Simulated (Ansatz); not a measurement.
# H3MgSi: the cost of one run

Program: Ansatz 0.2.0, Gaussian basis. Level of theory: single points in def2-TZVPP. These are calculated values, not measurements.

Cores are frozen in the correlated methods. The outer core shell of Li, Na, Mg and K is correlated. Orbitals are unrestricted.

## 1. The starting structure

SMILES `[MgH][SiH2]`, 5 atoms, charge 0, spin multiplicity 2.

Atoms are counted from 1 here; the program's logs count them from 0.

Bond lengths: Mg1–Si2 2.452 Å, Mg1–H3 1.638 Å, Si2–H4 1.544 Å, Si2–H5 1.630 Å. Angles: Si2–Mg1–H3 151.2°, Mg1–Si2–H4 112.4°, Mg1–Si2–H5 117.8°, H4–Si2–H5 91.1°.

Coordinates:

```
atom    x (Å)    y (Å)    z (Å)
 Mg1   0.1527  -0.9792   1.1081
 Si2  -0.6719   0.9742  -0.1228
  H3   1.2822  -2.1345   1.3780
  H4  -1.3334   0.5877  -1.4637
  H5   0.4215   1.9051  -0.8945
```

## 2. PBE-D4/def2-TZVPP

Input file run/in.yaml:

```yaml
crystal:
  periodic: [false, false, false]
  atoms:
    - {symbol: Mg, position_ang: [0.152711, -0.979159, 1.108128]}
    - {symbol: Si, position_ang: [-0.671887, 0.974213, -0.122751]}
    - {symbol: H, position_ang: [1.282164, -2.134539, 1.377987]}
    - {symbol: H, position_ang: [-1.333419, 0.587703, -1.463745]}
    - {symbol: H, position_ang: [0.421532, 1.905082, -0.894522]}
basis:
  gaussian: {orbitals: def2-TZVPP}
magnetization: {spin_polarized: true, initial_magnetization: 1}
hamiltonian: {xc: pbe, dispersion: d4}
output: {forces: true}
```

Command:

```
> ansatz run in.yaml --threads 2 --pin off --events-out ev --progress --plain --max-ram 3481MiB
```

**Question.** How long does this run take on 2 threads of AMD EPYC 7B13, shared host, and how much memory does it need?

About 1.3 s, with a peak of 0.16 GiB.
